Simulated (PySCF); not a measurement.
# doublet C3H4O+ at 4 levels

Aim: a comparison of 4 runs (UHF/STO-3G, UHF/3-21G, UB3LYP/6-31G*, USCS-MP2/6-311+G**) of doublet C3H4O+. 

The results are computed with PySCF 2.14.0.

1 further run of the same task is left out (it didn't finish).

### 1 Starting point

C3H4O+ has 8 atoms, charge +1, and is taken as a doublet. SMILES of the parent species: `O=C1CC1`. The shape is that of a PBE0-D4/def2-TZVP optimisation. That shape belongs to the parent species and isn't relaxed for this state.

Bond lengths: O1–C2 1.191 Å, C2–C3 1.461 Å, C2–C4 1.461 Å, C3–C4 1.559 Å, C3–H5 1.085 Å, C3–H6 1.085 Å, C4–H7 1.085 Å, C4–H8 1.085 Å. Some angles: O1–C2–C3 147.8°, O1–C2–C4 147.8°, C3–C2–C4 64.5°, C2–C3–C4 57.8°, C2–C4–C3 57.8°, C2–C3–H5 118.8°, C2–C3–H6 118.8°, C4–C3–H5 117.6°, C4–C3–H6 117.6°, C2–C4–H7 118.8°.

### 2 A single-point energy at UHF/STO-3G (run 1)

File job.py:

```python
from pyscf import gto, scf

molecule = gto.M(
    atom=[
    ('O', (-1.866360, 0.508710, 0.864370)),
    ('C', (-0.817550, 0.222830, 0.378650)),
    ('C', (0.531030, 0.648400, 0.010540)),
    ('C', (0.011210, -0.796200, -0.261680)),
    ('H', (0.656030, 1.307070, -0.842670)),
    ('H', (1.269970, 0.777560, 0.794590)),
    ('H', (-0.199200, -1.069440, -1.290510)),
    ('H', (0.414850, -1.598930, 0.346710)),
],
    max_memory=1860,
    basis='sto-3g',
    spin=1,
    charge=1,
    verbose=3,
)

mf = scf.UHF(molecule)
mf.conv_tol = 1e-10
mf.kernel()
if not mf.converged:
    mf = mf.newton().run(mf.mo_coeff, mf.mo_occ)

e_tot = mf.e_tot
print('E = %.10f Eh' % e_tot)
```

Command:

```console
$ OMP_NUM_THREADS=1 python job.py
```

What it wrote:

```text
converged SCF energy = -188.059648585161  <S^2> = 0.81518442  2S+1 = 2.0641554
E = -188.0596485852 Eh
```

Run time: 0.68 s. Hardware: 1 thread of Arm Neoverse V1, shared host; peak memory 0.099 GiB.

### 3 A single-point energy at UHF/3-21G (run 2)

File job.py:

```python
from pyscf import gto

mol = gto.M(
    atom='''
O       -1.866360       0.508710       0.864370
C       -0.817550       0.222830       0.378650
C        0.531030       0.648400       0.010540
C        0.011210      -0.796200      -0.261680
H        0.656030       1.307070      -0.842670
H        1.269970       0.777560       0.794590
H       -0.199200      -1.069440      -1.290510
H        0.414850      -1.598930       0.346710
''',
    max_memory=1860,
    spin=1,
    basis='3-21g',
    charge=1,
    verbose=3,
)

mf = mol.UHF()
mf.conv_tol = 1e-10
mf.kernel()
if not mf.converged:
    mf = mf.newton().run(mf.mo_coeff, mf.mo_occ)

e_final = mf.e_tot
print('E(%s) = %.9f' % ('HF', e_final))
```

Command:

```console
$ OMP_NUM_THREADS=1 python job.py
```

What it wrote:

```text
converged SCF energy = -189.342735021856  <S^2> = 0.79599074  2S+1 = 2.0454738
E(HF) = -189.342735022
```

It took 0.89 s on 1 thread of Arm Neoverse V1, shared host; peak memory 0.12 GiB.

### 4 The energy at UB3LYP/6-31G(d) (spherical functions) (run 3)

File input.xyz:

```xyz
8
C3H4O
O     -1.866360     0.508710     0.864370
C     -0.817550     0.222830     0.378650
C      0.531030     0.648400     0.010540
C      0.011210    -0.796200    -0.261680
H      0.656030     1.307070    -0.842670
H      1.269970     0.777560     0.794590
H     -0.199200    -1.069440    -1.290510
H      0.414850    -1.598930     0.346710
```

File job.py:

```python
from pyscf import gto, dft

mol = gto.Mole()
mol.atom = 'input.xyz'
mol.verbose = 3
mol.charge = 1
mol.basis = '6-31g*'
mol.max_memory = 1860
mol.spin = 1
mol.build()

ks = dft.UKS(mol, xc='b3lyp')
ks.conv_tol = 1e-10
ks.grids.level = 5
ks.kernel()
if not ks.converged:
    ks = ks.newton().run(ks.mo_coeff, ks.mo_occ)

energy = ks.e_tot
print(f'total energy: {energy:.8f} hartree')
```

Command:

```console
$ OMP_NUM_THREADS=1 python job.py
```

What it wrote:

```text
WARN: HOMO -0.298342193184307 >= LUMO -0.298342193184306

converged SCF energy = -191.536988403861  <S^2> = 0.7562317  2S+1 = 2.006222
total energy: -191.53698840 hartree
```

Wall time 24 s (1 thread of Arm Neoverse V1, shared host); peak memory 0.35 GiB.

### 5 The energy at USCS-MP2/6-311+G(d,p) (run 4)

File run.py:

```python
from pyscf import gto, scf, mp

mol = gto.M(
    atom='''
O     -1.866360     0.508710     0.864370
C     -0.817550     0.222830     0.378650
C      0.531030     0.648400     0.010540
C      0.011210    -0.796200    -0.261680
H      0.656030     1.307070    -0.842670
H      1.269970     0.777560     0.794590
H     -0.199200    -1.069440    -1.290510
H      0.414850    -1.598930     0.346710
''',
    spin=1,
    verbose=3,
    basis='6-311+g**',
    max_memory=1860,
    charge=1,
)

mf = scf.UHF(mol)
mf.conv_tol = 1e-10
mf.kernel()
if not mf.converged:
    mf = mf.newton().run(mf.mo_coeff, mf.mo_occ)

pt = mp.MP2(mf, frozen=4).run()
energy = mf.e_tot + 1.2 * pt.e_corr_os + pt.e_corr_ss / 3
print('E = %.10f Eh' % energy)
```

Command:

```console
$ OMP_NUM_THREADS=1 python run.py
```

What it wrote:

```text
converged SCF energy = -190.46503990676  <S^2> = 0.79346439  2S+1 = 2.0430021
E(UMP2) = -191.03453868334  E_corr = -0.569498776579682
E(SCS-UMP2) = -191.022591391528  E_corr = -0.557551484767811
E = -191.0225913915 Eh
```

Wall time 7.8 s (1 thread of Arm Neoverse V1, shared host); peak memory 0.34 GiB.

### 6 All runs side by side

| run | level | integration grid | frozen core orbitals | energy (Eh) | HOMO energy (eV) | LUMO energy (eV) | ⟨S²⟩ | wall time |
| --- | --- | --- | --- | --- | --- | --- | --- | --- |
| 1 | UHF/STO-3G | – | – | -188.059649 | -19.01 | -4.06 | 0.815 | 0.68 s |
| 2 | UHF/3-21G | – | – | -189.342735 | -19.71 | -6.28 | 0.796 | 0.89 s |
| 3 | UB3LYP/6-31G* (spherical functions) | 5 | – | -191.536988 | -15.60 | -12.09 | 0.756 | 24 s |
| 4 | USCS-MP2/6-311+G** | – | 4 | -191.022591 | -19.49 | -6.25 | 0.793 | 7.8 s |

### 7 Results

```
                                                         quantity          value
                                              run 4: total energy  -191.02259 Eh
run 4: HOMO energy (Hartree–Fock orbitals) (highest over α and β)      -19.49 eV
 run 4: LUMO energy (Hartree–Fock orbitals) (lowest over α and β)       -6.25 eV
               run 4: correlation energy (4 core orbitals frozen)     -557.6 mEh
                         run 4: ⟨S²⟩ of the reference determinant          0.793
```

In run 1 the basis is minimal, so the values are rough. All runs together took 34 s, the longest 24 s.
